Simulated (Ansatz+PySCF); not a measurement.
# doublet N₂(+): levels of theory in one basis

```xyz
2

N     0.0000    0.0000   -0.5521
N     0.0000    0.0000    0.5521
```

Basis set: cc-pVTZ (spherical functions). Frozen core: 2 orbitals. Correlation on ROHF uses semicanonical orbitals with singles. Charge 1, multiplicity 2.

Computed with Ansatz (development build ahead of 0.2.0); each method stands on the lowest determinant of its kind that the runs found.

| method | E − E(ROHF) (eV) | <S²> of the determinant |
| --- | --- | --- |
| ROHF | 0.00 | 0.75 |
| UHF | -0.17 | 0.82 |
| ROHF-MP2 | -8.16 | – |
| UHF-MP2 | -8.58 | 0.82 |

Problem. Is a single determinant a sound starting point here?

Solution. Only with care. Unrestricted orbitals gain 0.17 eV and <S²> is 0.82 against 0.75 for a pure state, but several determinants compete.

Caution for ROHF, ROHF-MP2: the determinant may break the point group. Caution for UHF, UHF-MP2: the determinant breaks the point group. Caution for ROHF-MP2, UHF-MP2: forces differ strongly between restricted and unrestricted references; MP2 on this radical cation hangs on the determinant chosen; another reference gives a lower total.
